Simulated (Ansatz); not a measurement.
System: CHO (charge 0, doublet). It need not be the lowest isomer of its formula. SMILES: [CH]=O
Geometry from a B3LYP-D3(BJ)/def2-TZVP (Ansatz, a quantum-chemistry and plane-wave program) optimisation:
```xyz
3

C      0.0497     0.5837    -0.0011
O      0.0741    -0.5878    -0.0009
H     -0.8911     1.2003     0.0145
```
Charge 0, spin multiplicity 2.

Property: vertical electron affinity (to the singlet state of charge -1; a negative value means that the extra electron is unbound and the number depends on the basis; each state is the SCF solution reached for its spin; for the singlet the Hartree-Fock reference is unstable and T1 is 0.020), in eV. Correlated levels leave the core frozen unless marked. UHF or UKS for open shells. Spin-orbit coupling is left out. Non-relativistic. Anions need diffuse functions: aug- sets have them; def2-D sets add few. CBS marks a two-point X^-3 extrapolation of the correlation energy; Hartree-Fock from the larger set.

| level | program | vertical electron affinity (eV) |
|---|---|---|
| HF/aug-cc-pVQZ | Ansatz | -1.17 |
| MP2/aug-cc-pVTZ | Ansatz | -0.27 |
| MP2/CBS(aug-cc-pVTZ,aug-cc-pVQZ) | Ansatz | -0.17 |
| RI-MP2/def2-QZVPPD | Ansatz | -0.35 |
| SCS-MP2/def2-TZVPPD | Ansatz | -0.41 |

### Question
What does CCSD(T)/CBS(aug-cc-pVTZ,aug-cc-pVQZ) (Ansatz) give?

### Answer
-0.14 eV, so SCS-MP2/def2-TZVPPD differs from it by -0.27 eV.
